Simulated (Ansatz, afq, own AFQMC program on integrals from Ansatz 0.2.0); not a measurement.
Two steps: Ansatz 0.2.0 writes the Fock matrix and Cholesky factors of the valence space, and afq projects on them the lowest state that overlaps trial and start.

```yaml
crystal:
  periodic: [false, false, false]
  atoms:
    - {symbol: Ge, position_ang: [0.000000, 0.000000, 1.430501]}
    - {symbol: N, position_ang: [0.000000, 0.000000, -0.213910]}
    - {symbol: H, position_ang: [0.000000, 0.000000, -1.216591]}
basis:
  gaussian: {orbitals: cc-pVDZ}
total_charge: 1
magnetization: {spin_polarized: true, initial_magnetization: 1}
correlation: {method: ccsd_t, electrons: outside_noble_gas, hamiltonian_folder: ham}
```

```sh
$ ansatz run in.yaml --threads 1 --pin off --events-out ev --progress --plain --max-ram 1843MiB
```

Options of the walk:

```
--method phaseless --trial hf --walkers 120 --populations 1 --least-time 40 --time-step 0.005 --steps-per-block 20 --equilibration-blocks 112 --max-blocks 600 --target-error 0.00108 --factor-cut 1e-05 --start spin_pure --seed 8482 --taylor-order 6
```

Times are imaginary, in 1/Eh. The walk had a cap of 678 s. Filled inner d shells are frozen with the cores.

Output of the walk:

```
orbitals 31  electrons 5 4  factors 237 of 509
reference energy -2130.04061015 Eh
CCSD correlation -0.21145716 Eh in 12 cycles, weight of the determinant in the CISD state 0.8935
energy of the start -2130.041082 Eh
 block  time / (1/Eh)  mean weight  energy / Eh
     1     0.100  1.0007  -2130.090142
     2     0.200  0.9992  -2130.129914
     3     0.300  1.0004  -2130.160120
     4     0.400  1.0003  -2130.167221
     5     0.500  0.9997  -2130.186327
     8     0.800  0.9989  -2130.197169
    18     1.800  0.9999  -2130.243230
    69     6.900  0.9995  -2130.250957
   120    12.000  1.0009  -2130.243389
   171    17.100  0.9979  -2130.238855
   222    22.200  0.9993  -2130.276191
   273    27.300  1.0006  -2130.272492
   324    32.400  1.0005  -2130.269387
   341    34.100  1.0009  -2130.224541
   375    37.500  1.0020  -2130.284246
   426    42.600  1.0014  -2130.256509
   477    47.700  1.0002  -2130.302817
   528    52.800  1.0002  -2130.262731
   579    57.900  1.0013  -2130.225666
   630    63.000  1.0014  -2130.270794
   681    68.100  1.0000  -2130.262949
   698    69.800  0.9998  -2130.226511
blocks merged  error / Eh  count
     1  0.000774  600
     2  0.001017  300
     4  0.001304  150
     8  0.001630  75
    16  0.001953  37
    32  0.001909  18
    64  0.002130  9
energy -2130.259706 +/- 0.001953 Eh
(rows thinned)
```

The run passed its tests (sampling time, drift between the halves within three errors, error under three times the target), which doesn't prove that it has relaxed.

Against this walk (error 53.2 meV) on the same determinant: CCSD(T) 42.6 meV higher (within the noise), the released energy of a separate walk with a CISD trial 2.8 ± 55.4 meV lower (within the noise), a separate phaseless walk with a CISD trial and standard settings 31.2 ± 54.0 meV higher (within the noise). The error is statistical and leaves out the bias of the constraint.

Cautions: constraint bias not in the error; error above the target (53.2 against 29.4 meV); no relativity below Rb; no spin-orbit coupling; inner d shell frozen.

The walk took 3 min on 1 thread of Arm Neoverse V1, on a shared host. The log's last line is the phaseless energy.

A walk keeps the symmetry of its determinant, which the program's search chose and which needn't be the lowest solution, so a lower state of the same spin and another symmetry isn't excluded.
